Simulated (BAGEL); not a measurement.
# A workflow on NF3 (nitrogen trifluoride)

Wanted: the energy (singlet NF3, PBE0/cc-pVDZ), then the energy (singlet NF3, RI-MP2/cc-pVDZ), then the energy (singlet NF3, PBE0/cc-pVDZ) of F3N. 

The calculation is run with BAGEL 1.2.2.

**1. The structure to begin with**

The species is NF3 (4 atoms), meant as a singlet with charge 0. SMILES: `FN(F)F`. One bond was lengthened or shortened from a relaxed shape.

Bond lengths: F1–N2 1.360 Å, N2–F3 1.156 Å, N2–F4 1.360 Å. Angles: F1–N2–F3 102.1°, F1–N2–F4 102.1°, F3–N2–F4 102.1°.

**2. The energy at PBE0/cc-pVDZ (density fitting with svp-jkfit) (run 1)**

The input, input.json:

```json
{ "bagel": [

{
  "title": "molecule",
  "basis": "cc-pvdz.json",
  "df_basis": "svp-jkfit",
  "angstrom": true,
  "geometry": [
    { "atom": "F", "xyz": [    0.465555,   -0.139511,    1.060032 ] },
    { "atom": "N", "xyz": [    0.204965,   -0.214001,   -0.273148 ] },
    { "atom": "F", "xyz": [   -0.636280,   -1.006490,   -0.312240 ] },
    { "atom": "F", "xyz": [   -0.479605,    0.940459,   -0.495338 ] }
  ]
},
{
  "title": "ks",
  "xc_func": "pbe0"
},
{
  "title": "print",
  "file": "orbitals.molden",
  "orbitals": true
}

]}
```

The basis set cc-pVDZ is read from a file made from the Basis Set Exchange's data (not shown).

Run with:

```bash
BAGEL_NUM_THREADS=1 BAGEL input.json > input.out
```

The log of the run:

```text
* using 1 threads per process

  ===============================================================
  ===============================================================

  *** Geometry ***

  { "atom" : "F", "xyz" : [      0.879771,     -0.263638,      2.003170 ] },
  { "atom" : "N", "xyz" : [      0.387328,     -0.404403,     -0.516175 ] },
  { "atom" : "F", "xyz" : [     -1.202395,     -1.901990,     -0.590048 ] },
  { "atom" : "F", "xyz" : [     -0.906322,      1.777210,     -0.936053 ] },

  Number of auxiliary basis functions:      308

  Since a DF basis is specified, we compute 2- and 3-index integrals:
    o Being stored without compression. Storage requirement is 0.008 GB

  Number of basis functions:       56
  Number of electrons      :       34

    * METHOD: MOLECULE                             0.08

  *** Kohn-Sham DFT ***

    * Removing 6173 points whose weight is below 1.00e-10
    * Grid points: 53451

  === Nuclear Repulsion ===
   141.7911550749

       - DIIS with orbital gradients will be used.

  === KS iteration (pbe0 / cc-pvdz.json) ===
      0       -330.50818294          0.18651906           0.11
      1       -331.81808315          0.22191376           0.09
      2       -311.00869361          0.23547191           0.08
      3       -348.03210184          0.10118967           0.08
      4       -353.08523526          0.04170499           0.08
      5       -353.68631374          0.01037457           0.08
      6       -353.70396000          0.00818423           0.08
      7       -353.72136894          0.00151549           0.08
      8       -353.72201545          0.00019292           0.08
      9       -353.72202647          0.00003270           0.08
     10       -353.72202681          0.00000734           0.08
     11       -353.72202683          0.00000204           0.08
     12       -353.72202683          0.00000050           0.08
     13       -353.72202683          0.00000038           0.08
     14       -353.72202683          0.00000007           0.08
     15       -353.72202683          0.00000005           0.08
     16       -353.72202683          0.00000001           0.08
    * SCF iteration converged.

    * Permanent dipole moment:
           (    0.173135,     0.340859,     0.131499) a.u.

    * METHOD: KS                                   1.56

    * METHOD: PRINT                                0.01

  ===============================================================
```

Wall time 1.8 s (1 thread of Arm Neoverse V1, shared host); peak memory 0.17 GiB.

**3. Bond 3-2 at 1.360 A: a single-point energy at RI-MP2/cc-pVDZ (density fitting with svp-jkfit) (run 2)**

The input, calc.json:

```json
{ "bagel" : [

{
  "title" : "molecule",
  "basis" : "cc-pvdz.json",
  "df_basis" : "svp-jkfit",
  "angstrom" : true,
  "geometry" : [
    { "atom" : "F", "xyz" : [       0.614032,       0.000360,       1.066931 ] },
    { "atom" : "N", "xyz" : [       0.353442,      -0.074130,      -0.266249 ] },
    { "atom" : "F", "xyz" : [      -0.636280,      -1.006490,      -0.312240 ] },
    { "atom" : "F", "xyz" : [      -0.331128,       1.080330,      -0.488439 ] }
  ]
},

{ "title" : "hf" },

{ "title" : "mp2", "ncore" : 4 }

]}
```

The basis set cc-pVDZ is read from a file made from the Basis Set Exchange's data (not shown).

Run with:

```bash
BAGEL_NUM_THREADS=1 BAGEL calc.json > calc.out
```

The log of the run:

```text
* using 1 threads per process

  ===============================================================
  ===============================================================

  *** Geometry ***

  { "atom" : "F", "xyz" : [      1.160352,      0.000680,      2.016207 ] },
  { "atom" : "N", "xyz" : [      0.667909,     -0.140085,     -0.503138 ] },
  { "atom" : "F", "xyz" : [     -1.202395,     -1.901990,     -0.590048 ] },
  { "atom" : "F", "xyz" : [     -0.625741,      2.041528,     -0.923016 ] },

  Number of auxiliary basis functions:      308

  Since a DF basis is specified, we compute 2- and 3-index integrals:
    o Being stored without compression. Storage requirement is 0.008 GB

  Number of basis functions:       56
  Number of electrons      :       34

    * METHOD: MOLECULE                             0.07

  *** RHF ***

  === Nuclear Repulsion ===
   134.2750838832

      * DIIS with orbital gradients will be used.

  === RHF iteration (cc-pvdz.json) ===
      0       -352.28773135          0.02836386           0.02
      1       -352.40249977          0.02357289           0.02
      2       -352.54877008          0.00186317           0.02
      3       -352.55342134          0.00066708           0.02
      4       -352.55407726          0.00022352           0.02
      5       -352.55415272          0.00005048           0.02
      6       -352.55415645          0.00001336           0.02
      7       -352.55415675          0.00000582           0.02
      8       -352.55415680          0.00000195           0.02
      9       -352.55415680          0.00000035           0.02
     10       -352.55415680          0.00000011           0.02
     11       -352.55415680          0.00000003           0.02
     12       -352.55415680          0.00000001           0.02
     13       -352.55415680          0.00000000           0.02
    * SCF iteration converged.

    * Permanent dipole moment:
           (   -0.129402,     0.027056,     0.097440) a.u.

    * METHOD: HF                                   0.30

  *** RHF ***

  === Nuclear Repulsion ===
   134.2750838832

      * DIIS with orbital gradients will be used.

  === RHF iteration (cc-pvdz.json) ===
      0       -352.55415680          0.00000000           0.02
    * SCF iteration converged.

    * Permanent dipole moment:
           (   -0.129402,     0.027056,     0.097440) a.u.

  === DF-MP2 calculation ===

    * freezing 4 orbitals
    * 3-index integral transformation done
    * assembly done

      MP2 correlation energy:   -0.7355316921      0.01

      MP2 total energy:       -353.2896884921

    * METHOD: MP2                                  0.05

  ===============================================================
```

Run time: 0.56 s. Hardware: 1 thread of Arm Neoverse V1, shared host; peak memory 0.14 GiB.

**4. Bond 3-2 at 1.360 A: a single-point energy at PBE0/cc-pVDZ (density fitting with svp-jkfit) (run 3)**

The input, input.json:

```json
{ "bagel": [

{
  "title": "molecule",
  "basis": "cc-pvdz.json",
  "df_basis": "svp-jkfit",
  "angstrom": true,
  "geometry": [
    { "atom": "F", "xyz": [    0.614032,    0.000360,    1.066931 ] },
    { "atom": "N", "xyz": [    0.353442,   -0.074130,   -0.266249 ] },
    { "atom": "F", "xyz": [   -0.636280,   -1.006490,   -0.312240 ] },
    { "atom": "F", "xyz": [   -0.331128,    1.080330,   -0.488439 ] }
  ]
},
{
  "title": "ks",
  "xc_func": "pbe0",
  "charge": 0
},
{
  "title": "print",
  "file": "orbitals.molden",
  "orbitals": true
}

]}
```

The basis set cc-pVDZ is read from a file made from the Basis Set Exchange's data (not shown).

Run with:

```bash
BAGEL_NUM_THREADS=1 BAGEL input.json > input.out
```

The log of the run:

```text
* using 1 threads per process

  ===============================================================
  ===============================================================

  *** Geometry ***

  { "atom" : "F", "xyz" : [      1.160352,      0.000680,      2.016207 ] },
  { "atom" : "N", "xyz" : [      0.667909,     -0.140085,     -0.503138 ] },
  { "atom" : "F", "xyz" : [     -1.202395,     -1.901990,     -0.590048 ] },
  { "atom" : "F", "xyz" : [     -0.625741,      2.041528,     -0.923016 ] },

  Number of auxiliary basis functions:      308

  Since a DF basis is specified, we compute 2- and 3-index integrals:
    o Being stored without compression. Storage requirement is 0.008 GB

  Number of basis functions:       56
  Number of electrons      :       34

    * METHOD: MOLECULE                             0.07

  *** Kohn-Sham DFT ***

    * Removing 5859 points whose weight is below 1.00e-10
    * Grid points: 53765

  === Nuclear Repulsion ===
   134.2750838832

       - DIIS with orbital gradients will be used.

  === KS iteration (pbe0 / cc-pvdz.json) ===
      0       -333.36235245          0.17494984           0.12
      1       -343.68204180          0.18388625           0.09
      2       -348.20132432          0.11418282           0.08
      3       -351.74222229          0.07832239           0.08
      4       -353.66700105          0.01943601           0.08
      5       -353.66651694          0.01720588           0.08
      6       -353.76000864          0.00205331           0.08
      7       -353.76142465          0.00079041           0.08
      8       -353.76159457          0.00045257           0.08
      9       -353.76166752          0.00013354           0.08
     10       -353.76167352          0.00006938           0.08
     11       -353.76167531          0.00000707           0.08
     12       -353.76167533          0.00000418           0.08
     13       -353.76167534          0.00000051           0.08
     14       -353.76167534          0.00000025           0.08
     15       -353.76167534          0.00000014           0.08
     16       -353.76167534          0.00000002           0.08
     17       -353.76167534          0.00000002           0.08
     18       -353.76167534          0.00000001           0.08
    * SCF iteration converged.

    * Permanent dipole moment:
           (   -0.041094,     0.008520,     0.030912) a.u.

    * METHOD: KS                                   1.76

    * METHOD: PRINT                                0.01

  ===============================================================
```

It took 2 s on 1 thread of Arm Neoverse V1, shared host; peak memory 0.17 GiB.

**5. Results**

```
                                                               quantity          value
                                      run 1, PBE0/cc-pVDZ: total energy  -353.72203 Eh
                                     run 1, PBE0/cc-pVDZ: dipole moment         1.03 D
                                       run 1, PBE0/cc-pVDZ: HOMO energy       -9.12 eV
                                       run 1, PBE0/cc-pVDZ: LUMO energy        1.94 eV
                                     run 1, PBE0/cc-pVDZ: HOMO–LUMO gap       11.06 eV
                               bond 3-2 at 1.360 A, run 2: total energy  -353.28969 Eh
bond 3-2 at 1.360 A, run 2: correlation energy (4 core orbitals frozen)     -735.5 mEh
                               bond 3-2 at 1.360 A, run 3: total energy  -353.76168 Eh
                              bond 3-2 at 1.360 A, run 3: dipole moment         0.13 D
                                bond 3-2 at 1.360 A, run 3: HOMO energy       -9.84 eV
                                bond 3-2 at 1.360 A, run 3: LUMO energy        1.27 eV
                              bond 3-2 at 1.360 A, run 3: HOMO–LUMO gap       11.10 eV
```
